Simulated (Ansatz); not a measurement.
From input file to script: C5H6S, SMILES CC#CC(C)=S in Ansatz 0.2.0.

```yaml
crystal:
  periodic: [false, false, false]
  atoms:
    - { symbol: C, position_ang: [2.6209, -0.5369, 0.3867] }
    - { symbol: C, position_ang: [1.2561, -0.042, 0.2063] }
    - { symbol: C, position_ang: [0.1314, 0.3657, 0.0576] }
    - { symbol: C, position_ang: [-1.2105, 0.8508, -0.12] }
    - { symbol: C, position_ang: [-2.3319, -0.0969, -0.4] }
    - { symbol: S, position_ang: [-1.5038, 2.4553, -0.0131] }
    - { symbol: H, position_ang: [2.9343, -0.3821, 1.4396] }
    - { symbol: H, position_ang: [3.3068, 0.0152, -0.2882] }
    - { symbol: H, position_ang: [2.6568, -1.6192, 0.1456] }
    - { symbol: H, position_ang: [-3.0963, -0.0189, 0.4014] }
    - { symbol: H, position_ang: [-2.7987, 0.1539, -1.3755] }
    - { symbol: H, position_ang: [-1.9651, -1.1449, -0.4404] }
basis:
  gaussian: { orbitals: cc-pVDZ }
hamiltonian:
  xc: b3lyp
```

The program run on that file:
```console
$ ansatz run input.yaml --threads 1 --pin off --max-ram 4096MiB --backend cpu --events-out ev --progress --plain --runs-dir out
Engine: ansatz 0.2.0, aarch64-unknown-linux-gnu
Functional definition: B3LYP
  parameter a0 = 0.2
  parameter ax = 0.72
  parameter ac = 0.81
  exchange = (1 - a0 - ax)*slater_x + ax*b88_x + a0*exact_x
  correlation = (1 - ac)*vwn_rpa_c + ac*lyp_c
1111 factors; integrals over basis functions are off by at most 1.2e-3 eV
mean field evaluation 1: about -16107.8842 eV, gradient 5.7e1 eV
mean field evaluation 2: about -16100.3133 eV, gradient 7.4e1 eV
mean field evaluation 4: about -16116.5318 eV, gradient 5.5e0 eV
mean field evaluation 8: about -16116.8711 eV, gradient 3.1e-1 eV
mean field evaluation 16: about -16116.8714 eV, gradient 1.7e-4 eV
mean field -16116.87138111 eV, -592.2840988480 hartree, gradient 3.0e-5 eV, S^2 0.000000; 0 other end points of the search recorded, 0 dependent functions left out
reference -16116.87166424 eV, -592.2841092530 hartree; 26, 26 occupied and 92, 92 virtual orbitals, 1111 factors
Total energy: -16116.87166424 eV, -592.2841092530 hartree
```

The script, `energy_c5h6s.py`:
```python
import warnings

import ansatz as az

GEOMETRY = """
C     2.62090   -0.53690    0.38670
C     1.25610   -0.04200    0.20630
C     0.13140    0.36570    0.05760
C    -1.21050    0.85080   -0.12000
C    -2.33190   -0.09690   -0.40000
S    -1.50380    2.45530   -0.01310
H     2.93430   -0.38210    1.43960
H     3.30680    0.01520   -0.28820
H     2.65680   -1.61920    0.14560
H    -3.09630   -0.01890    0.40140
H    -2.79870    0.15390   -1.37550
H    -1.96510   -1.14490   -0.44040
"""

warnings.simplefilter("ignore", az.DeckWarning)

molecule = az.Crystal.molecule()
for line in GEOMETRY.strip().splitlines():
    symbol, *xyz = line.split()
    molecule = molecule.atom(symbol, [float(v) for v in xyz])

calculation = (
    molecule.calculation()
    .basis(gaussian="cc-pVDZ")
    .functional("b3lyp")
)
r = calculation.session().plan(threads=1).execute().report

for key in ("converged", "free_energy_ev", "reference_energy_ev", "n_frozen", "n_occupied", "n_virtual"):
    print(f"{key:22s} {r[key]}")
```

```console
$ python energy_c5h6s.py
converged              True
free_energy_ev         -16116.871664244029
reference_energy_ev    -16116.871664244029
n_frozen               0
n_occupied             [26, 26]
n_virtual              [92, 92]
```

Total energies depend on the basis set; only differences at equal settings carry meaning. The geometry is a force-field or estimated start, not a minimum of this method, and the basis set is short of its limit. b3lyp holds the VWN-RPA fit, as in Gaussian; the form of ORCA and Turbomole is b3lyp5. It ran for 4.5 s on 1 thread of Arm Neoverse V2, on a shared host, peak memory 0.3 GiB.

(Lines on the test bed's own set-up are left out of the output.)
